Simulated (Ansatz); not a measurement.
bcc Cs was calculated with PBE (Ansatz, a first-principles code, PAW).

Settings: plane-wave cutoff 520 eV, 14×14×14 k mesh, Fermi–Dirac smearing 0.05 eV, scalar-relativistic PAW data made under PBE.

Computed at the level's own relaxed cell.

Q: Predict the volume per atom, bulk modulus B0, lattice parameter a and pressure derivative B′ of the bulk modulus.

A: 
- volume per atom = 116.96 Å³/atom
- bulk modulus B0 = 1.96 GPa
- lattice parameter a = 6.162 Å
- pressure derivative B′ of the bulk modulus = 3.4

The run finds no gap.

Measured, for comparison: equilibrium volume per atom 110.12 Å³/atom, lattice constant a 6.039 Å (low-temperature or extrapolated to 0 K; zero-point anharmonic expansion removed; as tabulated in Csonka et al. (2009), arXiv:0903.4037); bulk modulus 2.11 GPa (corrected for temperature and zero-point phonon effects, our sources range from 2.11 to 2.35; as tabulated in Levämäki et al. (2014), arXiv:1402.3671). Computed (rounded) less measured: equilibrium volume per atom +6.2 %, bulk modulus -7 % (-7 % to -17 % over the range), lattice constant a +2.0 %.

Spin–orbit coupling is not included.

Static lattice: no zero-point or thermal effects.
